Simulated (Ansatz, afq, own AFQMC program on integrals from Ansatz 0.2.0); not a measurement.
## CHN, singlet in cc-pVDZ along one coordinate

```yaml
atoms:
  - { symbol: N, position_ang: [0.0000, 0.0000, 1.1200] }
  - { symbol: C, position_ang: [0.0000, 0.0000, -0.0256] }
  - { symbol: H, position_ang: [0.0000, 0.0000, -1.0944] }
```

The angle N1–C2–H3 is changed with bond lengths fixed. Energies in eV count from this geometry (180.000 °) at the same level; the start stands on RHF, each point on the determinant named.

Basis cc-pVDZ. Only valence electrons are correlated. Ansatz 0.2.0 and our own AFQMC program on the same integrals; the CISD trial comes from CCSD amplitudes, and released means the phaseless constraint is let go. Uncertainties: one standard error, sampling alone.

Cautions, each for one point or more: higher spins were not checked; raised T1 diagnostic; restricted determinant unstable towards unrestricted.

```
angle N1–C2–H3 / °  det.     T1  weight     HF    MP2  CCSD(T)
            73.800   RHF  0.025    0.88  2.306  2.597    2.428
            86.600   RHF  0.030    0.87  2.143  2.291    2.098
           104.400   RHF  0.026    0.87  1.654  1.613    1.473
           120.000   RHF  0.020    0.88  1.128  1.018    0.944
           140.200   RHF  0.015    0.88  0.525  0.441    0.417
           155.800   RHF  0.014    0.89  0.199  0.162    0.154
```

Q: Estimate the curve of CCSDT(Q), counted from the same start.

A: 
```tsv
angle N1–C2–H3 / °	det.	T1	weight	CCSDT(Q)	ph-AFQMC/CISD	released AFQMC
73.800	RHF	0.025	0.88	2.429	2.452 ± 0.023	–
86.600	RHF	0.030	0.87	2.093	2.096 ± 0.025	2.062 ± 0.031
104.400	RHF	0.026	0.87	1.466	1.504 ± 0.026	1.424 ± 0.029*
120.000	RHF	0.020	0.88	0.939	0.967 ± 0.025	–
140.200	RHF	0.015	0.88	0.414	0.391 ± 0.028	0.397 ± 0.030
155.800	RHF	0.014	0.89	0.153	0.177 ± 0.027	0.116 ± 0.030*
```

Weight is that of the determinant in the CISD state; at the start T1 is 0.013 and the weight 0.89. An asterisk marks released energies that aren't shown to be converged. Symmetry can't show for every point that it stays on the start's state. A dash marks a missing value, a released energy that hasn't settled or a functional that sits on another state. Largest departures from CCSDT(Q), at the points where its series has closed: CCSD(T) 0.004 eV at 86.600 (on RHF), ph-AFQMC/CISD 0.024 eV at 155.800 (on RHF) (within the noise), HF -0.123 eV at 73.800 (on RHF), MP2 0.197 eV at 86.600 (on RHF).

A walk keeps the symmetry of its determinant, which the program's search chose and which needn't be the lowest solution, so a lower state of the same spin and another symmetry isn't excluded.
